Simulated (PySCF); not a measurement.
## Al2BH5: where a starting geometry ends

The starting geometry of this gas-phase singlet was optimised with GFN2-xTB.

```xyz
8

Al   -0.0172   -0.9339    0.9177
Al    1.9478   -0.9555   -0.7311
B     0.9479    0.8973    0.3803
H     0.9272    1.0336   -0.8528
H    -1.2429   -1.1136    1.9128
H     2.1588    0.8166    0.6310
H     0.3018   -2.4976    0.4259
H     0.4171    1.7953    0.9534
```

Task: Where would you expect an optimisation with PBE0-D4/def2-SVP to take it?

Result: A new bond forms, giving a structure given below by its coordinates. Distances that change by over a tenth: Al1–Al2 (2.57 → 3.02 Å). Contacts that close: Al2–B3 (2.38 → 2.10 Å).

The energy falls by 0.65 eV over 59 steps:

```tsv
step	E − E(last) (eV)
1	0.652
7	0.114
14	0.113
20	0.113
27	0.095
33	0.018
40	0.001
46	0.000
53	0.000
59	0.000
```

Final geometry (Å):

```yaml
atoms:
  - { symbol: Al, position_ang: [0.0869, -1.0976, 1.0119] }
  - { symbol: Al, position_ang: [1.7652, -0.4870, -1.4225] }
  - { symbol: B, position_ang: [1.1366, 0.5834, 0.2694] }
  - { symbol: H, position_ang: [0.7258, 1.1085, -0.7818] }
  - { symbol: H, position_ang: [-1.4813, -1.2070, 0.7579] }
  - { symbol: H, position_ang: [2.3779, 0.5140, 0.2081] }
  - { symbol: H, position_ang: [0.7776, -2.0200, 2.1108] }
  - { symbol: H, position_ang: [0.7336, 1.1488, 1.2815] }
```

No frequencies were run, so the end isn't proven a minimum. Run with PySCF 2.14.0, 2 min on 2 threads of Intel(R) Xeon(R) 6975P-C (Granite Rapids), with other jobs on the host.
